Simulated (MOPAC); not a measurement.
A run for MOPAC: PM7 on acetamide (SMILES CC(N)=O), a point of a torsion scan.

```
PM7 1SCF PRECISE CHARGE=0 THREADS=1
C2H5NO

C     -1.07346037 1     0.03184171 1    -0.25529834 1
C      0.17113204 1    -0.18694610 1     0.57583823 1
N      1.31305794 1     0.27040848 1    -0.02012383 1
O      0.17670534 1    -0.70320594 1     1.66732541 1
H     -1.09885857 1     1.05077977 1    -0.63233785 1
H     -1.07351898 1    -0.65480160 1    -1.09992102 1
H     -1.95253493 1    -0.15884502 1     0.35249299 1
H      1.38313414 1     0.27425726 1    -1.02350524 1
H      2.17218099 1     0.06339792 1     0.46881137 1
```

The log:

```
*******************************************************************************
 **                                                                           **
 **                              MOPAC v23.2.5                                **
 **                                                                           **
 *******************************************************************************
 ** MOPAC's Digital Object Identifier: https://doi.org/10.5281/zenodo.6511958 **
 **                                                                           **
 ** Please cite the open-source release paper for use of this MOPAC version:  **
 ** J. E. Moussa and J. J. P. Stewart (2026)                                  **
 ** MOPAC: An open-source semiempirical molecular orbital program             **
 ** J. Open Source Softw., 11(119), 8025, https://doi.org/10.21105/joss.08025 **
 *******************************************************************************

                              PM7 CALCULATION RESULTS

 *******************************************************************************
 *  PM7        - The PM7 Hamiltonian to be used
 *
 *
 *
 *                 CHARGE ON SYSTEM = 0
 *
 *
 *
 *  PRECISE    - TIGHTER CRITERIA TO BE USED
 *  1SCF       - DO 1 SCF AND THEN STOP
 *  THREADS=1  - MULTI-THREADING NOT USED
 *  T=         - A TIME OF 172800.0 SECONDS REQUESTED
 *  DUMP=N     - RESTART FILE WRITTEN EVERY 7200.0 SECONDS REQUESTED
 *******************************************************************************
PM7 1SCF PRECISE CHARGE=0 THREADS=1
 C2H5NO

   ATOM   CHEMICAL          X               Y               Z
  NUMBER   SYMBOL      (ANGSTROMS)     (ANGSTROMS)     (ANGSTROMS)

     1       C         -1.07346037  *   0.03184171  *  -0.25529834  *
     2       C          0.17113204  *  -0.18694610  *   0.57583823  *
     3       N          1.31305794  *   0.27040848  *  -0.02012383  *
     4       O          0.17670534  *  -0.70320594  *   1.66732541  *
     5       H         -1.09885857  *   1.05077977  *  -0.63233785  *
     6       H         -1.07351898  *  -0.65480160  *  -1.09992102  *
     7       H         -1.95253493  *  -0.15884502  *   0.35249299  *
     8       H          1.38313414  *   0.27425726  *  -1.02350524  *
     9       H          2.17218099  *   0.06339792  *   0.46881137  *



          CARTESIAN COORDINATES

    NO.       ATOM           X           Y           Z

     1         C         -1.0735      0.0318     -0.2553
     2         C          0.1711     -0.1869      0.5758
     3         N          1.3131      0.2704     -0.0201
     4         O          0.1767     -0.7032      1.6673
     5         H         -1.0989      1.0508     -0.6323
     6         H         -1.0735     -0.6548     -1.0999
     7         H         -1.9525     -0.1588      0.3525
     8         H          1.3831      0.2743     -1.0235
     9         H          2.1722      0.0634      0.4688

 General Reference for PM7:
 "Optimization of Parameters for Semiempirical Methods VI: More Modifications to the
 NDDO Approximations and Re-optimization of Parameters", J. J. P. Stewart, J. Mol. Mod., 1:32, 19 (2013)
 https://link.springer.com/article/10.1007/s00894-012-1667-x

           Empirical Formula: C2 H5 N O  =     9 atoms



      MOLECULAR POINT GROUP   :   C1


      RHF CALCULATION, NO. OF DOUBLY OCCUPIED LEVELS = 12


 -------------------------------------------------------------------------------
 PM7 1SCF PRECISE CHARGE=0 THREADS=1
 C2H5NO



     1SCF WAS SPECIFIED, SO BFGS WAS NOT USED
     SCF FIELD WAS ACHIEVED


                              PM7 CALCULATION
                                                       MOPAC v23.2.5 Linux




          FINAL HEAT OF FORMATION =        -53.23605 KCAL/MOL =    -222.73964 KJ/MOL


          COSMO AREA              =         95.13 SQUARE ANGSTROMS
          COSMO VOLUME            =         77.78 CUBIC ANGSTROMS

          IONIZATION POTENTIAL    =         10.431602 EV
          HOMO LUMO ENERGIES (EV) =        -10.432  1.173
          NO. OF FILLED LEVELS    =         12
          MOLECULAR WEIGHT        =         59.0676         POINT GROUP:  C1

          MOLECULAR DIMENSIONS (Angstroms)

            Atom       Atom       Distance
            H     9    H     7     4.13234
            O     4    H     5     2.90610
            H     5    H     6     1.62034


          SCF CALCULATIONS        =          1





   ATOM   CHEMICAL          X               Y               Z
  NUMBER   SYMBOL      (ANGSTROMS)     (ANGSTROMS)     (ANGSTROMS)

     1       C         -1.07346037  *   0.03184171  *  -0.25529834  *
     2       C          0.17113204  *  -0.18694610  *   0.57583823  *
     3       N          1.31305794  *   0.27040848  *  -0.02012383  *
     4       O          0.17670534  *  -0.70320594  *   1.66732541  *
     5       H         -1.09885857  *   1.05077977  *  -0.63233785  *
     6       H         -1.07351898  *  -0.65480160  *  -1.09992102  *
     7       H         -1.95253493  *  -0.15884502  *   0.35249299  *
     8       H          1.38313414  *   0.27425726  *  -1.02350524  *
     9       H          2.17218099  *   0.06339792  *   0.46881137  *

                             CARTESIAN COORDINATES

   1    C       -1.073460370     0.031841710    -0.255298340
   2    C        0.171132040    -0.186946100     0.575838230
   3    N        1.313057940     0.270408480    -0.020123830
   4    O        0.176705340    -0.703205940     1.667325410
   5    H       -1.098858570     1.050779770    -0.632337850
   6    H       -1.073518980    -0.654801600    -1.099921020
   7    H       -1.952534930    -0.158845020     0.352492990
   8    H        1.383134140     0.274257260    -1.023505240
   9    H        2.172180990     0.063397920     0.468811370


           Empirical Formula: C2 H5 N O  =     9 atoms



      MOLECULAR POINT GROUP   :   C1


                  EIGENVALUES
 -37.32882 -30.36353 -26.57120 -20.67034 -18.03978 -16.65945 -15.81248 -14.06327
 -13.92211 -13.32228 -10.86967 -10.43160   1.17331   2.53209   3.47879   4.79298
   5.07050   5.34038   5.65281   6.27708   6.57533


              NET ATOMIC CHARGES AND DIPOLE CONTRIBUTIONS

  ATOM NO.   TYPE          CHARGE      No. of ELECS.   s-Pop       p-Pop
    1          C          -0.529562        4.5296     1.06201     3.46755
    2          C           0.598058        3.4019     1.07438     2.32756
    3          N          -0.675713        5.6757     1.57018     4.10553
    4          O          -0.515929        6.5159     1.87822     4.63771
    5          H           0.174146        0.8259     0.82585
    6          H           0.167419        0.8326     0.83258
    7          H           0.185414        0.8146     0.81459
    8          H           0.297947        0.7021     0.70205
    9          H           0.298221        0.7018     0.70178
 DIPOLE           X         Y         Z       TOTAL
 POINT-CHG.     0.092     0.941    -3.656     3.776
 HYBRID         0.465    -0.378    -0.156     0.619
 SUM            0.557     0.563    -3.812     3.893


          ATOMIC ORBITAL ELECTRON POPULATIONS

     Atom    s        px        py        pz
    1  C   1.06201   1.12150   1.18827   1.15779
    2  C   1.07438   0.82078   0.70205   0.80472
    3  N   1.57018   1.19542   1.69688   1.21323
    4  O   1.87822   1.86966   1.45929   1.30876
    5  H   0.82585
    6  H   0.83258
    7  H   0.81459
    8  H   0.70205
    9  H   0.70178

 **********************
 *                    *
 * JOB ENDED NORMALLY *
 *                    *
 **********************




 == MOPAC DONE ==
```

The run finished.

Cost: very roughly 0.020 core-seconds.
